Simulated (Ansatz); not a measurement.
A barrier at the coupled-cluster level

Start structure (SiNH8F, singlet), relaxed at PBE0-D4/def2-TZVP:

Si1  (-0.585, -0.866, -1.809)
H2  (0.370, -1.995, -1.753)
H3  (-0.986, -0.650, -3.228)
H4  (0.060, 0.390, -1.343)
H5  (-1.808, -1.138, -1.017)
H6  (0.313, 1.440, 2.609)
N7  (0.557, 1.207, 1.654)
H8  (0.365, -0.359, 1.307)
F9  (0.237, -1.283, 1.047)
H10  (-0.036, 1.752, 1.039)
H11  (1.513, 1.500, 1.496)
(Å)

The step: SiH₄ + NH₃ + HF → SiNH₅ ([NH2][SiH3]) + HF + H₂; bonds formed: Si1–N7, H2–H8, H6–F9; bonds broken: Si1–H2, H6–N7, H8–F9. Computed with Ansatz 0.2.0 (basis: def2-TZVPP and def2-QZVPP); correlated methods freeze the cores. Extrapolation: Hartree–Fock as exp(−7.88 √X), correlation as X^−2.97. Energies below are by CCSD(T) at an estimated basis limit (MP2 extrapolated from triple and quadruple zeta, plus CCSD(T) − MP2 in triple zeta).

**Question.** What are the electronic barrier and the energy of the step, from the start structure to the end structure? (To be estimated.)

**Answer.** Computed: Barrier 1.635 eV; step energy -0.051 eV (downhill); reverse barrier, their difference, 1.686 eV. Barrier and step energy count from the start structure, the reverse barrier from the end structure.

The saddle point: One imaginary mode of 830i cm⁻¹.
| pair | start (Å) | saddle (Å) | end (Å) |
| --- | --- | --- | --- |
| Si1–N7 | 4.19 | 1.89 | 1.76 |
| H2–H8 | 3.47 | 0.97 | 0.75 |
| H6–F9 | 3.14 | 1.44 | 0.96 |
| Si1–H2 | 1.48 | 1.87 | 3.91 |
| H6–N7 | 1.01 | 1.08 | 1.68 |
| H8–F9 | 0.97 | 1.20 | 2.48 |

Zero-point energy (harmonic, PBE0-D4): ZPE is 2.205 eV at the start and 2.175 eV at the saddle, so the barrier goes from 1.635 to 1.604 eV.

The T1 diagnostic stays at or below 0.012.

Labels in which every atom is bracketed show which atoms are joined, not bond orders.

For scale, one of the runs: CCSD(T)/def2-TZVPP, 216 basis functions, launched by `ansatz run in.yaml --threads 4 --pin off --events-out ev --progress --plain --max-ram 9574MiB`. Time: 40 s of wall clock on 4 CPU threads of an Arm Neoverse V2; the host was shared. Peak host memory: 3.2 GiB.
